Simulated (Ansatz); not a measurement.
Results of PBE-D4 (Ansatz, a first-principles code, plane waves, PAW) for Cu2ZnSnS4 (I-4, No. 82).

Run with plane-wave cutoff 500 eV, 10×10×10 k mesh, Fermi–Dirac smearing 0.05 eV, no spin polarisation, scalar-relativistic PAW data made under PBE.

Computed at the level's own relaxed cell.

Task: What does this level give for the equilibrium volume per atom, equilibrium lattice constant a and lattice parameter c?

Result: 
- equilibrium volume per atom: 19.62 Å³/atom
- equilibrium lattice constant a: 5.394 Å
- lattice parameter c: 10.791 Å

Spin–orbit coupling is not included.

Static lattice: no zero-point or thermal effects.
